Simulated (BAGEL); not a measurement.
**AlSiNH8 (SMILES [AlH3-][NH2+][SiH3]): a chain of runs**

We compute the energy (HF/6-31G*), then the energy (NEVPT2(2,2)/6-31G*), then the energy (CASPT2(2,2)/6-31G*) of AlSiNH8. 

The results are computed with BAGEL 1.2.2.

1 further run of the same task is left out (set aside as unsound or not needed).

### Step 1. The molecule

AlSiNH8 has 11 atoms, charge 0, and is taken as a singlet. As SMILES, `[AlH3-][NH2+][SiH3]`. One bond was lengthened or shortened from a relaxed shape.

Bond lengths: Al1–N2 2.069 Å, N2–Si3 1.792 Å, Al1–H4 1.609 Å, Al1–H5 1.602 Å, Al1–H6 1.601 Å, N2–H7 1.168 Å, N2–H8 1.016 Å, Si3–H9 1.487 Å, Si3–H10 1.476 Å, Si3–H11 1.475 Å. Some angles: Al1–N2–Si3 109.4°, Al1–N2–H7 107.3°, Al1–N2–H8 107.7°, Si3–N2–H7 112.7°, Si3–N2–H8 112.4°, N2–Al1–H4 97.1°, N2–Al1–H5 100.0°, N2–Al1–H6 101.1°, N2–Si3–H9 108.4°, N2–Si3–H10 107.2°.

### Step 2. A single-point energy at HF/6-31G(d) (density fitting with svp-jkfit, spherical functions) (run 1)

Contents of input.json:

```json
{ "bagel": [

{
  "title": "molecule",
  "basis": "6-31gs.json",
  "df_basis": "svp-jkfit",
  "angstrom": true,
  "geometry": [
    { "atom": "Al", "xyz": [      -0.989369,       1.114630,      -0.817916 ] },
    { "atom": "N", "xyz": [      -0.117569,       0.047030,       0.725584 ] },
    { "atom": "Si", "xyz": [       0.786931,      -1.345170,       0.051484 ] },
    { "atom": "H", "xyz": [      -0.810369,      -0.004570,      -1.959516 ] },
    { "atom": "H", "xyz": [       0.004531,       2.368830,      -0.883816 ] },
    { "atom": "H", "xyz": [      -2.466469,       1.338830,      -0.242216 ] },
    { "atom": "H", "xyz": [       0.566700,       0.786500,       1.316700 ] },
    { "atom": "H", "xyz": [      -0.857769,      -0.241270,       1.358784 ] },
    { "atom": "H", "xyz": [       1.562231,      -1.979370,       1.151184 ] },
    { "atom": "H", "xyz": [       1.705531,      -0.813270,      -0.973816 ] },
    { "atom": "H", "xyz": [      -0.211769,      -2.293870,      -0.477216 ] }
  ]
},

{
  "title": "hf"
},

{
  "title": "print",
  "file": "orbitals.molden",
  "orbitals": true
}

]}
```

The basis set 6-31G* is read from a file made from the Basis Set Exchange's data (not shown).

Run with:

```
$ BAGEL_NUM_THREADS=1 BAGEL input.json > input.out
```

The log of the run:

```text
* using 1 threads per process

  ===============================================================
  ===============================================================

  *** Geometry ***

  { "atom" : "Al", "xyz" : [     -1.869636,      2.106345,     -1.545637 ] },
  { "atom" : "N", "xyz" : [     -0.222173,      0.088874,      1.371155 ] },
  { "atom" : "Si", "xyz" : [      1.487084,     -2.542003,      0.097291 ] },
  { "atom" : "H", "xyz" : [     -1.531375,     -0.008636,     -3.702949 ] },
  { "atom" : "H", "xyz" : [      0.008562,      4.476440,     -1.670170 ] },
  { "atom" : "H", "xyz" : [     -4.660951,      2.530022,     -0.457722 ] },
  { "atom" : "H", "xyz" : [      1.070908,      1.486270,      2.488202 ] },
  { "atom" : "H", "xyz" : [     -1.620948,     -0.455934,      2.567730 ] },
  { "atom" : "H", "xyz" : [      2.952189,     -3.740467,      2.175422 ] },
  { "atom" : "H", "xyz" : [      3.222986,     -1.536858,     -1.840246 ] },
  { "atom" : "H", "xyz" : [     -0.400185,     -4.334786,     -0.901808 ] },

  Number of auxiliary basis functions:      477

  Since a DF basis is specified, we compute 2- and 3-index integrals:
    o Being stored without compression. Storage requirement is 0.017 GB

  Number of basis functions:       66
  Number of electrons      :       42

    * METHOD: MOLECULE                             0.24

  *** RHF ***

  === Nuclear Repulsion ===
   153.4488793310

      * DIIS with orbital gradients will be used.

  === RHF iteration (6-31gs.json) ===
      0       -589.78521663          0.01910527           0.06
      1       -589.88372199          0.01049968           0.05
      2       -589.91656451          0.00177831           0.05
      3       -589.91802710          0.00020027           0.06
      4       -589.91804939          0.00005262           0.05
      5       -589.91805169          0.00001144           0.05
      6       -589.91805182          0.00000269           0.06
      7       -589.91805183          0.00000053           0.05
      8       -589.91805183          0.00000013           0.06
      9       -589.91805183          0.00000005           0.05
     10       -589.91805183          0.00000002           0.05
     11       -589.91805183          0.00000000           0.05
    * SCF iteration converged.

    * Permanent dipole moment:
           (   -0.882637,     1.034490,    -1.539054) a.u.

    * METHOD: HF                                   0.84

    * METHOD: PRINT                                0.01

  ===============================================================
```

Wall time 1.2 s (1 thread of Arm Neoverse V1, shared host); peak memory 0.15 GiB.

### Step 3. A single-point energy at NEVPT2(2,2)/6-31G(d) (density fitting with svp-jkfit, spherical functions) (run 2)

Contents of input.json:

```json
{ "bagel" : [

{
  "title" : "molecule",
  "basis" : "6-31gs.json",
  "df_basis" : "svp-jkfit",
  "angstrom" : true,
  "geometry" : [
    { "atom" : "Al", "xyz" : [      -0.989369,       1.114630,      -0.817916 ] },
    { "atom" : "N", "xyz" : [      -0.117569,       0.047030,       0.725584 ] },
    { "atom" : "Si", "xyz" : [       0.786931,      -1.345170,       0.051484 ] },
    { "atom" : "H", "xyz" : [      -0.810369,      -0.004570,      -1.959516 ] },
    { "atom" : "H", "xyz" : [       0.004531,       2.368830,      -0.883816 ] },
    { "atom" : "H", "xyz" : [      -2.466469,       1.338830,      -0.242216 ] },
    { "atom" : "H", "xyz" : [       0.566700,       0.786500,       1.316700 ] },
    { "atom" : "H", "xyz" : [      -0.857769,      -0.241270,       1.358784 ] },
    { "atom" : "H", "xyz" : [       1.562231,      -1.979370,       1.151184 ] },
    { "atom" : "H", "xyz" : [       1.705531,      -0.813270,      -0.973816 ] },
    { "atom" : "H", "xyz" : [      -0.211769,      -2.293870,      -0.477216 ] }
  ]
},

{
  "title" : "hf"
},

{
  "title" : "casscf",
  "nstate" : 1,
  "nact" : 2,
  "nclosed" : 20,
  "active" : [14, 26],
  "maxiter" : 200,
  "natocc" : true
},

{
  "title" : "nevpt2",
  "nstate" : 1,
  "nact" : 2,
  "nclosed" : 20,
  "active" : [14, 26],
  "maxiter" : 200,
  "natocc" : true,
  "ncore" : 11
},

{
  "title" : "print",
  "file" : "orbitals.molden",
  "orbitals" : true
}

]}
```

The basis set 6-31G* is read from a file made from the Basis Set Exchange's data (not shown).

Run with:

```
$ BAGEL_NUM_THREADS=1 BAGEL input.json > input.out
```

The log of the run:

```text
* using 1 threads per process

  ===============================================================
  ===============================================================

  *** Geometry ***

  { "atom" : "Al", "xyz" : [     -1.869636,      2.106345,     -1.545637 ] },
  { "atom" : "N", "xyz" : [     -0.222173,      0.088874,      1.371155 ] },
  { "atom" : "Si", "xyz" : [      1.487084,     -2.542003,      0.097291 ] },
  { "atom" : "H", "xyz" : [     -1.531375,     -0.008636,     -3.702949 ] },
  { "atom" : "H", "xyz" : [      0.008562,      4.476440,     -1.670170 ] },
  { "atom" : "H", "xyz" : [     -4.660951,      2.530022,     -0.457722 ] },
  { "atom" : "H", "xyz" : [      1.070908,      1.486270,      2.488202 ] },
  { "atom" : "H", "xyz" : [     -1.620948,     -0.455934,      2.567730 ] },
  { "atom" : "H", "xyz" : [      2.952189,     -3.740467,      2.175422 ] },
  { "atom" : "H", "xyz" : [      3.222986,     -1.536858,     -1.840246 ] },
  { "atom" : "H", "xyz" : [     -0.400185,     -4.334786,     -0.901808 ] },

  Number of auxiliary basis functions:      477

  Since a DF basis is specified, we compute 2- and 3-index integrals:
    o Being stored without compression. Storage requirement is 0.017 GB

  Number of basis functions:       66
  Number of electrons      :       42

    * METHOD: MOLECULE                             0.25

  *** RHF ***

  === Nuclear Repulsion ===
   153.4488793310

      * DIIS with orbital gradients will be used.

  === RHF iteration (6-31gs.json) ===
      0       -589.78521663          0.01910527           0.06
      1       -589.88372199          0.01049968           0.06
      2       -589.91656451          0.00177831           0.06
      3       -589.91802710          0.00020027           0.06
      4       -589.91804939          0.00005262           0.06
      5       -589.91805169          0.00001144           0.05
      6       -589.91805182          0.00000269           0.06
      7       -589.91805183          0.00000053           0.05
      8       -589.91805183          0.00000013           0.06
      9       -589.91805183          0.00000005           0.06
     10       -589.91805183          0.00000002           0.05
     11       -589.91805183          0.00000000           0.06
    * SCF iteration converged.

    * Permanent dipole moment:
           (   -0.882637,     1.034490,    -1.539054) a.u.

    * METHOD: HF                                   0.85

  ---------------------------
      CASSCF calculation
  ---------------------------

    ==== Active orbitals : =====
         Orbital 14
         Orbital 26
    ============================

    * nstate   :      1
    * nclosed  :     20
    * nact     :      2
    * nvirt    :     44
  === CASSCF iteration (6-31gs.json) ===

    * Using the second-order algorithm

      0  0      -589.91812311     2.71e-05      0.02

      1  0      -589.91884131     2.02e-04      0.24

      2  0      -589.93629254     1.58e-03      0.26

      3  0      -589.94059642     3.35e-04      0.30

      4  0      -589.94073691     7.99e-05      0.29

      5  0      -589.94074025     2.51e-05      0.31

      6  0      -589.94074039     7.88e-06      0.30

      7  0      -589.94074040     2.41e-06      0.31

      8  0      -589.94074040     7.27e-07      0.32

      9  0      -589.94074040     2.17e-07      0.30

     10  0      -589.94074040     6.45e-08      0.27

     11  0      -589.94074040     1.91e-08      0.24

     12  0      -589.94074040     5.67e-09      0.22

    * Second-order optimization converged. *

     guess   0:   closed 1.                   open ..

  === FCI iteration ===

      0  0      -589.91766359     9.42e-02      0.00
      1  0      -589.94069255     3.35e-03      0.00
      2  0 *    -589.94074040     3.18e-16      0.00

     * ci vector, state   0, <S^2> = 0.0000
       2.     0.9925698275
       .2    -0.1216763635

    * METHOD: CASSCF                               3.53

    * freezing 11 orbitals

  === DF-NEVPT2 calculation ===

    * 3-index integral transformation done
    * assembly done

      NEVPT2 correlation energy:   -0.2870759121      0.08

          (+0)     -0.2220537504
          (+0)'    -0.0259248286
          (+1)     -0.0047612470
          (+1)'    -0.0000000000
          (+2)     -0.0003474921
          (-1)     -0.0291029951
          (-1)'     0.0000000000
          (-2)     -0.0048855989

      NEVPT2 total energy:       -590.2278163113

    * METHOD: NEVPT2                               0.19

    * METHOD: PRINT                                0.01

  ===============================================================
```

Run time: 5.1 s. Hardware: 1 thread of Arm Neoverse V1, shared host; peak memory 0.15 GiB.

### Step 4. The energy at CASPT2(2,2)/6-31G(d) (density fitting with svp-jkfit, spherical functions) (run 3)

Contents of input.json:

```json
{ "bagel" : [

{
  "title" : "molecule",
  "basis" : "6-31gs.json",
  "df_basis" : "svp-jkfit",
  "angstrom" : true,
  "geometry" : [
    { "atom" : "Al", "xyz" : [   -0.989369,    1.114630,   -0.817916 ] },
    { "atom" : "N", "xyz" : [   -0.117569,    0.047030,    0.725584 ] },
    { "atom" : "Si", "xyz" : [    0.786931,   -1.345170,    0.051484 ] },
    { "atom" : "H", "xyz" : [   -0.810369,   -0.004570,   -1.959516 ] },
    { "atom" : "H", "xyz" : [    0.004531,    2.368830,   -0.883816 ] },
    { "atom" : "H", "xyz" : [   -2.466469,    1.338830,   -0.242216 ] },
    { "atom" : "H", "xyz" : [    0.566700,    0.786500,    1.316700 ] },
    { "atom" : "H", "xyz" : [   -0.857769,   -0.241270,    1.358784 ] },
    { "atom" : "H", "xyz" : [    1.562231,   -1.979370,    1.151184 ] },
    { "atom" : "H", "xyz" : [    1.705531,   -0.813270,   -0.973816 ] },
    { "atom" : "H", "xyz" : [   -0.211769,   -2.293870,   -0.477216 ] }
  ]
},
{
  "title" : "hf",
  "charge" : 0
},
{
  "title" : "casscf",
  "nstate" : 1,
  "nact" : 2,
  "nclosed" : 20,
  "charge" : 0,
  "active" : [14, 26],
  "maxiter" : 200,
  "natocc" : true
},
{
  "title" : "print",
  "file" : "orbitals.molden",
  "orbitals" : true
},
{
  "title" : "smith",
  "method" : "caspt2",
  "ms" : true,
  "xms" : true,
  "sssr" : true,
  "shift" : 0.2,
  "shift_imag" : true,
  "ncore" : 11
}

]}
```

The basis set 6-31G* is read from a file made from the Basis Set Exchange's data (not shown).

Run with:

```
$ BAGEL_NUM_THREADS=1 BAGEL input.json > input.out
```

The log of the run:

```text
* using 1 threads per process

  ===============================================================
  ===============================================================

  *** Geometry ***

  { "atom" : "Al", "xyz" : [     -1.869636,      2.106345,     -1.545637 ] },
  { "atom" : "N", "xyz" : [     -0.222173,      0.088874,      1.371155 ] },
  { "atom" : "Si", "xyz" : [      1.487084,     -2.542003,      0.097291 ] },
  { "atom" : "H", "xyz" : [     -1.531375,     -0.008636,     -3.702949 ] },
  { "atom" : "H", "xyz" : [      0.008562,      4.476440,     -1.670170 ] },
  { "atom" : "H", "xyz" : [     -4.660951,      2.530022,     -0.457722 ] },
  { "atom" : "H", "xyz" : [      1.070908,      1.486270,      2.488202 ] },
  { "atom" : "H", "xyz" : [     -1.620948,     -0.455934,      2.567730 ] },
  { "atom" : "H", "xyz" : [      2.952189,     -3.740467,      2.175422 ] },
  { "atom" : "H", "xyz" : [      3.222986,     -1.536858,     -1.840246 ] },
  { "atom" : "H", "xyz" : [     -0.400185,     -4.334786,     -0.901808 ] },

  Number of auxiliary basis functions:      477

  Since a DF basis is specified, we compute 2- and 3-index integrals:
    o Being stored without compression. Storage requirement is 0.017 GB

  Number of basis functions:       66
  Number of electrons      :       42

    * METHOD: MOLECULE                             0.24

  *** RHF ***

  === Nuclear Repulsion ===
   153.4488793310

      * DIIS with orbital gradients will be used.

  === RHF iteration (6-31gs.json) ===
      0       -589.78521663          0.01910527           0.06
      1       -589.88372199          0.01049968           0.06
      2       -589.91656451          0.00177831           0.05
      3       -589.91802710          0.00020027           0.05
      4       -589.91804939          0.00005262           0.05
      5       -589.91805169          0.00001144           0.06
      6       -589.91805182          0.00000269           0.05
      7       -589.91805183          0.00000053           0.06
      8       -589.91805183          0.00000013           0.05
      9       -589.91805183          0.00000005           0.05
     10       -589.91805183          0.00000002           0.05
     11       -589.91805183          0.00000000           0.05
    * SCF iteration converged.

    * Permanent dipole moment:
           (   -0.882637,     1.034490,    -1.539054) a.u.

    * METHOD: HF                                   0.84

  ---------------------------
      CASSCF calculation
  ---------------------------

    ==== Active orbitals : =====
         Orbital 14
         Orbital 26
    ============================

    * nstate   :      1
    * nclosed  :     20
    * nact     :      2
    * nvirt    :     44
  === CASSCF iteration (6-31gs.json) ===

    * Using the second-order algorithm

      0  0      -589.91812311     2.71e-05      0.02

      1  0      -589.91884131     2.02e-04      0.24

      2  0      -589.93629254     1.58e-03      0.26

      3  0      -589.94059642     3.35e-04      0.30

      4  0      -589.94073691     7.99e-05      0.29

      5  0      -589.94074025     2.51e-05      0.30

      6  0      -589.94074039     7.88e-06      0.30

      7  0      -589.94074040     2.41e-06      0.30

      8  0      -589.94074040     7.27e-07      0.31

      9  0      -589.94074040     2.17e-07      0.30

     10  0      -589.94074040     6.45e-08      0.27

     11  0      -589.94074040     1.91e-08      0.25

     12  0      -589.94074040     5.67e-09      0.23

    * Second-order optimization converged. *

     guess   0:   closed 1.                   open ..

  === FCI iteration ===

      0  0      -589.91766359     9.42e-02      0.00
      1  0      -589.94069255     3.35e-03      0.00
      2  0 *    -589.94074040     3.18e-16      0.00

     * ci vector, state   0, <S^2> = 0.0000
       2.     0.9925698275
       .2    -0.1216763635

    * METHOD: CASSCF                               3.52

    * METHOD: PRINT                                0.01

  === SMITH program ===

    * freezing 11 orbitals

    * Approximate memory requirement for SMITH calulation per MPI process:
      o Storage requirement for T-amplitude, lambda, and residual is 0.01 GB
      o Storage requirement for MO integrals is 0.00 GB
    * Calculating and saving rdm4f

    * Zeroth order energy : state  0       -1.3742801314

    * CASPT2 iteration is performed using orthogonal basis

      -------------------------------------------  CASPT2 iteration  ---------------------------------------------------
       #      aibj      arbs      arbi      airj      risj      airs      arst      rist         Etot      error   time
      ------------------------------------------------------------------------------------------------------------------

       0  -0.22132  -0.00581  -0.02963  -0.00500  -0.00046  -0.02261  -0.00000  -0.00000   -0.2848424  0.0023762   0.04
       1  -0.22156  -0.00587  -0.02982  -0.00512  -0.00050  -0.02326  -0.00000  -0.00000   -0.2861284  0.0004224   0.03
       2  -0.22159  -0.00587  -0.02978  -0.00513  -0.00051  -0.02330  -0.00000  -0.00000   -0.2861843  0.0000970   0.03
       3  -0.22159  -0.00587  -0.02978  -0.00512  -0.00051  -0.02331  -0.00000  -0.00000   -0.2861864  0.0000216   0.03
       4  -0.22159  -0.00587  -0.02979  -0.00512  -0.00051  -0.02331   0.00000  -0.00000   -0.2861866  0.0000051   0.03
       5  -0.22159  -0.00587  -0.02979  -0.00512  -0.00051  -0.02331   0.00000  -0.00000   -0.2861866  0.0000011   0.03
       6  -0.22159  -0.00587  -0.02979  -0.00512  -0.00051  -0.02331   0.00000   0.00000   -0.2861866  0.0000003   0.03

      ------------------------------------------------------------------------------------------------------------------

    * CASPT2 energy : state  0     -590.2288295907
        w/o shift correction       -590.2269269571
        reference weight              0.9017719218

    * METHOD: SMITH                                0.37

  ===============================================================
```

It took 5.4 s on 1 thread of Arm Neoverse V1, shared host; peak memory 0.15 GiB.

### Step 5. Results

| quantity | value |
| --- | --- |
| run 1, HF/6-31G*: total energy | -589.91805 Eh |
| run 1, HF/6-31G*: dipole moment | 5.22 D |
| run 1, HF/6-31G*: HOMO energy | -10.49 eV |
| run 1, HF/6-31G*: LUMO energy | 2.49 eV |
| run 1, HF/6-31G*: HOMO–LUMO gap | 12.98 eV |
| run 2, NEVPT2(2,2)/6-31G*: total energy | -590.22782 Eh |
| run 3, CASPT2(2,2)/6-31G*: total energy | -590.22883 Eh |
